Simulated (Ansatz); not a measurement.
# P₂F (quartet): wave-function methods side by side, def2-QZVPP

One table from this session's results is given with a row withheld; the runs are named, their logs left out.

The runs use Ansatz 0.2.0, Gaussian basis; def2-QZVPP, core rule «outside noble gas», up to 11 orbitals frozen.

Plan: UHF; ROHF; CCSD(T) on UHF.

## What is computed

The geometry is a PBE0/def2-TZVP stationary point (not a proven minimum).

3 atoms, charge 0, spin multiplicity 4.

Atoms are counted from 1 here; the program's logs count them from 0.

Bond lengths: F1–P2 1.607 Å, P2–P3 2.278 Å. Angles: F1–P2–P3 98.1°.

The first run:

Contents of in.yaml:

```yaml
crystal:
  periodic: [false, false, false]
  atoms:
    - {symbol: F, position_ang: [0.000000, -0.771205, 1.406859]}
    - {symbol: P, position_ang: [0.000000, 0.637627, 0.634340]}
    - {symbol: P, position_ang: [0.000000, -0.164593, -1.497266]}
basis:
  gaussian: {orbitals: "def2-QZVPP.json"}
magnetization: {spin_polarized: true, initial_magnetization: 3}
hamiltonian: {xc: hf}
output: {orbitals: {seedname: orbitals}}
```

Launch:

```console
$ ansatz run in.yaml --threads 1 --pin off --events-out ev --progress --plain --max-ram 2393MiB
```

Steps of the session up to this table: UHF; ROHF; CCSD(T) on UHF.

One table of the session follows, with a row left open; its other results are not shown here.

| method | from UCCSD(T) (kcal/mol) |
| --- | --- |
| ROHF | +356.65 |
| UHF | ? |
| UMP2 | +32.69 |
| UCCSD | +14.55 |
| UCCSD(T) | 0 |

Estimate the missing values for UHF.

**Answer.** from UCCSD(T) (kcal/mol): +348.22. In the column «from UCCSD(T) (kcal/mol)» it lies between UMP2 (+32.69) and ROHF (+356.65).
